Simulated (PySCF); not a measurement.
Where the electron goes

C5H3N.
Bonds: C1–C2 (double), C2–C3 (double), C3–C4 (double), C4–C5, C5–N6 (triple). Hydrogens: H7, H8 on C1; H9 on C4.

Level of theory: TDDFT PBE0/def2-SVPD, vertical, gas phase, core orbitals frozen in the response (PySCF). Isolated species at its GFN2-xTB geometry, gas phase.

Frontier orbitals with the atoms that hold most of them (Löwdin shares over 4%, at most four atoms; ? is withheld):

| orbital | ε (eV) | atoms |
| --- | --- | --- |
| LUMO+2 | 0.47 | C1 24%, C2 21%, C3 18%, C4 10% |
| LUMO+1 | -0.31 | C2 23%, C3 21%, C4 13%, C1 11% |
| LUMO | -2.87 | C1 24%, C4 18%, C3 18%, C2 16% |
| HOMO | ? | ? |
| HOMO-1 | -8.50 | ? |
| HOMO-2 | -9.85 | N6 50%, C5 39%, C4 7% |
| HOMO-3 | -10.17 | N6 24%, C2 22%, C5 21%, C1 14% |

**Question.** Which atoms hold the HOMO-1, and with what shares?

**Answer.** C3 (bonded to 2 C) 37%; C2 (bonded to 2 C) 34%; C1 (bonded to C and 2 H) 9%; C4 (bonded to 2 C and H) 7%.

**Question.** Give the leading atoms of the HOMO.

**Answer.** C1 (bonded to C and 2 H) 22%; C4 (bonded to 2 C and H) 21%; N6 (bonded to C) 15%; C3 (bonded to 2 C) 14%. By element: carbon 57% or more, nitrogen 15%.

**Question.** What is the HOMO energy, and the HOMO–LUMO gap?

**Answer.** ε(HOMO) = -7.72 eV; the gap is 4.85 eV (0.1781 hartree).

**Question.** The HOMO–LUMO gap is 4.85 eV. Where does the response calculation put the lowest singlet, and from which orbitals?

**Answer.** S1 is at 3.86 eV (f = 0.0001), 0.99 eV below the gap, made of HOMO-1→LUMO (100%). Its leading pair isn't HOMO and LUMO; the energies of that pair differ by 5.63 eV. Without the coupling terms of the response equations the lowest excitation would equal the gap.

**Question.** One configuration dominates each of S1, S2, S3 and S4. Which, and how do the shares of the two leading atoms of either orbital change from the occupied to the empty one?

**Answer.** 
- S1 (3.86 eV, f 0.0001), HOMO-1→LUMO (100%): C3 37% → 18%, C2 34% → 16%, C1 9% → 24%, C4 7% → 18%
- S2 (4.85 eV, f 0.590), HOMO→LUMO (93%): C1 22% → 24%, C4 21% → 18%
- S3 (5.55 eV, f 0.0001), HOMO-2→LUMO (96%): N6 50% → at most 16%, C5 39% → at most 16%, C1 at most 4% → 24%, C4 7% → 18%
- S4 (5.77 eV, f 0.0001), HOMO→LUMO+1 (97%): C1 22% → 11%, C4 21% → 13%, C2 at most 15% → 23%, C3 14% → 21%
